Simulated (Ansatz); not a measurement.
We consider rock-salt RbBr, described by PBE (Ansatz, a quantum-chemistry and plane-wave program, plane waves, PAW).

Numerical settings: plane-wave cutoff 520 eV, 8×8×8 k mesh, Fermi–Dirac smearing 0.01 eV, scalar-relativistic PAW data made under PBE.

Properties against volume:

| V (Å³/atom) | P (GPa) | direct gap at Γ (eV) |
|---|---|---|
| 40.604 | 0.86 | 4.342 |
| 41.468 | 0.54 | 4.290 |
| 42.332 | 0.25 | 4.239 |
| 43.196 | 0.00 | 4.191 |
| 44.060 | -0.22 | 4.144 |
| 44.924 | -0.42 | 4.100 |
| 45.788 | -0.60 | 4.057 |

A straight line through the gaps at Γ against ln V gives a volume deformation potential dE_g(Γ)/d ln V of -2.4 eV: the gap at Γ widens under compression.

Measured, for comparison: band gap 7.2 eV (temperature not stated, not corrected to a static lattice; as tabulated in Aguado et al. (1998), arXiv:cond-mat/9809176).

Spin–orbit coupling is not included.
